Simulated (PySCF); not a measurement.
Consider 2-fluoropropane, `CC(C)F` (C3H7F). Coordinates in Å; atoms count from 1 in this order:
```
C    -1.1991   -0.4540    0.1330
C    -0.1072    0.5484   -0.1629
C     1.2891   -0.0241   -0.0784
F    -0.2101    1.5881    0.7472
H    -1.0649   -0.8775    1.1404
H    -1.1822   -1.2781   -0.5959
H    -2.1863    0.0284    0.0896
H    -0.2680    0.9869   -1.1653
H     1.4702   -0.4400    0.9248
H     1.4284   -0.8269   -0.8178
H     2.0385    0.7578   -0.2688
```

These are calculated values, M06-2X/def2-TZVP in PySCF (grid level 3) at geometries from PBE0-D3(BJ)/def2-SVP. Zero-point and thermal terms (298.15 K, 1 bar) come from unscaled PBE0-D3(BJ)/def2-SVP harmonic frequencies, with soft modes damped to free rotors in the entropy.

**Question.** Rank these bonds by dissociation enthalpy, weakest first.
A. C2–F4
B. C2–H
C. C1–H
D. C1–C2

**Answer.** D (383 kJ/mol), B (402 kJ/mol), C (427 kJ/mol), A (482 kJ/mol).

**Question.** For C2–H, what are ΔE (electronic) and ΔG(298 K) of the homolysis?

**Answer.** ΔE = 432 and ΔG = 363 kJ/mol, beside ΔH = 402 kJ/mol. The radicals are `C[C](C)F` and H•.
